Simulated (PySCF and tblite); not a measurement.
Values are calculated unless marked as measured or tabulated.
2 E/Z isomers of C5H5N, numbered alike:

```
isomer                                    SMILES  descriptors
     A  [CH2:1]=[CH:2]/[CH:3]=[CH:4]\[C:5]#[N:6]        3=4 Z
     B  [CH2:1]=[CH:2]/[CH:3]=[CH:4]/[C:5]#[N:6]        3=4 E
```

Each isomer is a Boltzmann average at 298.15 K over at most 6 conformers: GFN2-xTB geometries, energies PBE0/def2-SVP (IEF-PCM, dimethylsulfoxide) (D3(BJ) added where defined), GFN2-xTB thermal terms. Programs: PySCF with density fitting and tblite.

Question: Rank the isomers by free energy at 298.15 K.

Answer: 
| isomer | ΔG (kcal/mol) | ΔE, lowest conformer | conformers | largest weight % | rms dipole (D) |
| --- | --- | --- | --- | --- | --- |
| B | 0.0 | 0.0 | 1 | 100 | 5.97 |
| A | 0.4 | 0.3 | 1 | 100 | 5.47 |

Question: If they could interconvert freely, what would the mixture hold (chiral isomers as racemates)?

Answer: B 66 %, A 34 %. A racemate gains RT ln 2.

The search found a single conformer for at least one isomer; other rotamers may be missing.
